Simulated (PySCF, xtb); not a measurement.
LiH, SMILES [LiH].

GFN2-xTB run with xtb at its own geometry gives an orbital gap of 5.66 eV and a dipole moment of 5.64 D.

Coordinates come from a PBE0-D3(BJ)/def2-TZVPD optimisation.

What does PBE/def2-TZVPD (PySCF) give? (Estimate from the structure and the level; the computed values follow.)

gap 2.79 eV (levels -4.37 and -1.59 eV), dipole 5.58 D.
